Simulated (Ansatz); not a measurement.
System: α-quartz (SiO2). Method: PBE-D4 (Ansatz, a program for electronic structure, PAW).

Numerical settings: plane-wave cutoff 520 eV, 12×12×6 k mesh (along the axes of the cell as run), Fermi–Dirac smearing 0.01 eV, scalar-relativistic PAW data made under PBE.

Shape and atoms are relaxed at each volume.

Pressure at four volumes; x = ln(V/12.610 Å³). One pressure is withheld.

```json
[
 {"V (Å³/atom)": "12.106", "x": "-0.0408", "P (GPa)": "?"},
 {"V (Å³/atom)": "12.358", "x": "-0.0202", "P (GPa)": "0.737"},
 {"V (Å³/atom)": "12.610", "x": "0.0000", "P (GPa)": "0.001"},
 {"V (Å³/atom)": "13.115", "x": "0.0393", "P (GPa)": "-1.087"}
]
```

Q: Pass a parabola P(x) through the three rows shown, estimate the bulk modulus and its pressure derivative near zero pressure, and predict the withheld pressure.

A: Slopes between the rows: (0.001 − (0.737))/(0.0000 − (-0.0202)) = -36.44 and (-1.087 − (0.001))/(0.0393 − (0.0000)) = -27.68 GPa. Their difference over the span 0.0595 is c = 8.76/0.0595 = 147.2 GPa, so P(x) = 0.737 + (-36.44)(x − (-0.0202)) + 147.2 (x − (-0.0202))(x − (0.0000)). At the middle row B = −dP/dx = −[-36.44 + 147.2 × 0.0202] = 33.5 GPa, and B′ = dB/dP = 2c/B = 8.8. At x = -0.0408 the parabola gives 1.611 GPa; the run gives 1.619 GPa. The Birch–Murnaghan fit to the energies at all volumes has B0 = 33.3 GPa and B′ = 9.0.

Measured, for comparison: bulk modulus 37.1 ± 0.09 GPa (room temperature, no zero-point or thermal correction, equation of state from high-pressure X-ray diffraction; as tabulated in Angel, Allan, Miletich, Finger, J. Appl. Cryst. 30, 461 (1997)). Computed (rounded) less measured: bulk modulus -10 %.

Note: the bulk modulus comes from volumes at which shape and atoms were relaxed.
